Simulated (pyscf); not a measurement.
Single points on ωB97X-D3(BJ)/def2-SVP structures (PySCF, gas phase).

For H₃Si–SiH₂–Cl + H• -> H₃Si–SiH•–Cl + H₂, a hydrogen abstraction (doublet surface; H–Si broken, H–H formed), PBE/def2-TZVP gives ΔE‡ = -0.02 eV and ΔE = -0.79 eV (zero: the separated reactants). In which direction and how far do r²SCAN/def2-TZVP, PBE0-D3(BJ)/def2-TZVP, ωB97M-D3(BJ)/def2-TZVP move these?

r²SCAN: ΔE‡ = -0.07 eV, ΔE = -0.83 eV; PBE0-D3(BJ): ΔE‡ = 0.05 eV, ΔE = -0.70 eV; ωB97M-D3(BJ): ΔE‡ = 0.17 eV, ΔE = -0.66 eV. PBE's barrier lies among them. Its reaction energy lies among theirs. At PBE, r²SCAN this geometry lies under the reactants; that is no barrier but a single point on another level's saddle; such a level's own saddle, if it has one, lies nearer that side and is low. This is the saddle that the search found; another between the same sides may lie lower. The angle at the transferred H is 175°.
